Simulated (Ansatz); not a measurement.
Tetradymite Bi2Te3, treated with r²SCAN-D4 (PAW; Ansatz, an electronic-structure program).

Settings: plane-wave cutoff 560 eV, 10×10×10 k mesh, Fermi–Dirac smearing 0.01 eV, scalar-relativistic PAW data made under PBE.

Computed at the level's own relaxed cell.

What does this level give for the c axis length, lattice constant a, bulk modulus B0, band gap and volume per atom?


c axis length: 31.609 Å
lattice constant a: 4.401 Å
bulk modulus B0: 24.2 GPa
band gap: 0.74 eV
volume per atom: 35.37 Å³/atom

Measured, for comparison: lattice parameter c 30.497 Å, lattice constant a 4.386 Å (temperature not stated, no zero-point or thermal correction; as tabulated in Luo et al. (2012), arXiv:1308.1523); bulk modulus 37 GPa (temperature not stated, no zero-point or thermal correction, our sources range from 32.5 to 39.5; as tabulated in Toher et al. (2017), arXiv:1611.05714). Computed (rounded) less measured: lattice parameter c +3.6 %, lattice constant a +0.3 %, bulk modulus not scored (sources differ).

Note: the bulk modulus comes from volumes at which shape and atoms were relaxed.

Spin–orbit coupling is not included; with these elements it can move the gap by several tenths of an eV or more.

Computed values are for the static lattice.

It cost around 30 core-minutes (rough) of CPU time.
